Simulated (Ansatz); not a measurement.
Basis-set extrapolation for `N=CF` (PBE0-D4/def2-TZVP geometry, frozen core, the Gaussian-basis code of Ansatz). Multiplicity 1, RHF reference.

|  | def2-TZVPP | def2-QZVPP |
| --- | --- | --- |
| HF | -192.983411 | -192.992249 |
| MP2 correlation | -0.608743 | -0.657507 |
| CCSD(T) correlation | -0.643843 | -0.689568 |

Energies in hartree. Use E(X) = E(∞) + A·exp(−7.88·√X) for Hartree–Fock and E(X) = E(∞) + B·X^(−2.97) for correlation, with X = 3 and 4.

What is the CCSD(T) energy at the basis-set limit?

HF limit: -192.992249 + (-0.008838) × 0.13774 = -192.99347. Correlation limit: -0.689568 + (-0.045725) × 0.74074 = -0.72344. Total: -193.71691 hartree, 235.4 kJ/mol below CCSD(T)/def2-TZVPP.
